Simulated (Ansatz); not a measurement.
The same path of CH₂AlSi (5 atoms, charge 0, multiplicity 2) was run twice with different band settings. Lost on the way: Si3–H5. Made: Al1–Si3, C2–H5.

The calculation used UKS PBE-D4/def2-SVP (Ansatz 0.2.0).

Relaxed end points:

```xyz
5
Properties=species:S:1:pos:R:3
Al -1.489 -0.185 -0.600
C 0.129 0.137 0.149
Si 1.764 -0.409 0.209
H -3.034 0.019 -0.912
H 2.631 0.438 1.154
```

```xyz
5
Properties=species:S:1:pos:R:3
Al -0.869 -0.192 -0.420
C 0.814 0.209 0.414
Si 1.311 -1.188 -0.551
H -2.406 0.195 -0.577
H 1.151 0.976 1.134
```

Common settings: spring 5.0 eV/Å²; optimiser quadratic models (default); start path through a guess of the saddle point; force threshold 0.05 eV/Å; iteration limit 60; end points relaxed.

| run | movable images | climbing image |
| --- | --- | --- |
| 1 | 5 | yes |
| 2 | 3 | no |

What does each run give, and how far can it be trusted?

Run 1: converged after 13 iterations, highest image 0.247 eV above the first end. A vibrational analysis at the climbing image gives one clearly imaginary mode, 641i cm⁻¹: a first-order saddle point.
Run 2: converged after 11 iterations, highest image 0.102 eV above the first end. No image climbed, so the highest image needn't sit at the top of the path. A band with more images between the same ends climbed to 0.25 eV, so this one has probably stepped over the top. So few images can step over the top or miss a turn of the path.
